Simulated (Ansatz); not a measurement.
What does this script print? It uses Ansatz 0.2.0 through its Python package.

Script `bcl.py`:
```python
"""Restricted and unrestricted solutions of BCl, stretched and not."""

from dataclasses import dataclass

import ansatz as az
import numpy as np


@dataclass(frozen=True)
class Options:
    basis: str = "def2-SVP"
    functional: str = "hf"


cfg = Options()

GEOMETRY = """
B     0.00000    0.00000    0.00000
Cl    0.00000    0.00000    1.78500
"""

geometry = az.Crystal.molecule()
for line in GEOMETRY.strip().splitlines():
    symbol, *xyz = line.split()
    geometry = geometry.atom(symbol, [float(v) for v in xyz])
symbols = [site.symbol for site in geometry.cartesian_sites]

start = np.array([site.position_ang for site in geometry.cartesian_sites])
for factor in [1.0, 1.5]:
    xyz = (start - start.mean(axis=0)) * factor
    scaled = az.Crystal.molecule()
    for symbol, place in zip(symbols, xyz):
        scaled = scaled.atom(symbol, place.tolist())
    model = scaled.calculation().basis(gaussian=cfg.basis).functional(cfg.functional).spin("collinear")
    for search in ("off", "standard"):
        try:
            r = model.scf(lower_state_search=search).run(threads=1).report
        except az.AnsatzError as error:
            print(f"x{factor} search {search}: {type(error).__name__}")
            continue
        state = r["mean_field"]["state"]
        print(f"all distances x{factor}, search {search:8s} E = {r['free_energy_ev']:.5f} eV  <S^2> = {abs(state['spin_squared']):.3f}  other states met: {len(r['mean_field']['others'])}")
```

`python bcl.py` gives:
```text
all distances x1.0, search off      E = -13169.21880 eV  <S^2> = 0.000  other states met: 0
all distances x1.0, search standard E = -13169.24495 eV  <S^2> = 0.195  other states met: 4
all distances x1.5, search off      E = -13166.22756 eV  <S^2> = 0.000  other states met: 0
all distances x1.5, search standard E = -13166.29411 eV  <S^2> = 0.354  other states met: 9
```

Notes:
- Total energies depend on the basis set; only differences at equal settings carry meaning.
- The count of other states can hold repeated and symmetry-equivalent ends of the search; scaling all distances is a test, and for more than two atoms no physical path.
- The expectation value of S² is noticeably off S(S+1) in at least one run, so that state is spin-contaminated.
- The spin state was assumed, and another may lie lower.
- Wall time of the script: 2.1 s on 1 thread of Arm Neoverse V1, with other jobs on the host, peak memory 0.14 GiB.
